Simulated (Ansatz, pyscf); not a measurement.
HB=NH + HCl -> H₂N–BH–Cl, an addition across a multiple bond or ene-type step on the singlet surface: Cl–H broken, B–Cl, H–N formed. Single points on ωB97X-D3(BJ)/def2-SVP structures (PySCF, gas phase). Wave-function energies: Ansatz (an electronic-structure program), frozen core, RHF or UHF references. In kcal/mol, from the separated reactants.

Cost: rough CPU time of the saddle's run relative to CCSD(T)/cc-pV(D+d)Z, from one job on a shared machine, with the HF step and its search for lower states.

```
level                   barrier  reaction energy  cost
----------------------  -------  ---------------  ----
ωB97M-D3(BJ)/def2-TZVP    13.29           -55.61     –
B3LYP-D3(BJ)/def2-TZVP    12.08           -55.06     –
CCSD(T)/cc-pV(D+d)Z       17.46           -53.40     1
CCSDT(Q)/cc-pV(D+d)Z      17.31           -53.19   100
CCSD(T)/cc-pV(T+d)Z       16.37           -54.25     7
CCSD(T)/cc-pV(Q+d)Z       15.79           -54.35     –
```

In cc-pV(D+d)Z, going from CCSD(T) to CCSDT(Q) shifts the barrier by -0.15 and the reaction energy by +0.21 kcal/mol. With HF in the quadruple-zeta basis and the correlation energy extrapolated as X⁻³ from X = 3, 4, CCSD(T) gives 15.05 and -54.77; adding the double-zeta shift gives ΔE‡ = 14.90 and ΔE = -54.56 kcal/mol, without core correlation, relativity or geometry relaxation at these levels. This is the saddle that the search found; another between the same sides may lie lower. The CCSD(T) − MP2 part came from Ansatz, without density fitting, on the same reference.
